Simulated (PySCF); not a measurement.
propene (C3H6), SMILES C=CC.

Geometry: r2SCAN-D4/def2-TZVP.

Two levels are set side by side: TDDFT-PBE/def2-SVPD (PySCF) and TDDFT-CAM-B3LYP/def2-SVPD (PySCF). Vertical, same geometry. The lowest singlet is HOMO→LUMO+1 100 % with PBE and HOMO→LUMO+1 89 % with the other functional; states are paired by order. Differences are taken from unrounded values.

```csv
quantity,TDDFT-CAM-B3LYP
lowest singlet excitation (eV),7.22
lowest triplet excitation (TDA) (eV),4.41
first bright state (f over 0.05) (eV),7.54
its oscillator strength,0.41
```

Question: What does TDDFT-PBE give, and how far is it from TDDFT-CAM-B3LYP? (Estimate from the structure and the level; the computed values follow.)

Answer: 
| quantity | TDDFT-PBE | TDDFT-PBE minus TDDFT-CAM-B3LYP |
|---|---|---|
| lowest singlet excitation (eV) | 6.65 | -0.57 |
| lowest triplet excitation (TDA) (eV) | 4.53 | 0.12 |
| first bright state (f over 0.05) (eV) | 7.39 | -0.14 |
| its oscillator strength | 0.37 | -0.04 |

Functionals without exact exchange tend to place singlet excitations lower, as here. Differences between two approximate levels are no errors against the true value.

Rough cost on one machine, each run with all the roots and properties that it gave: TDDFT-CAM-B3LYP against TDDFT-PBE about 4 times.
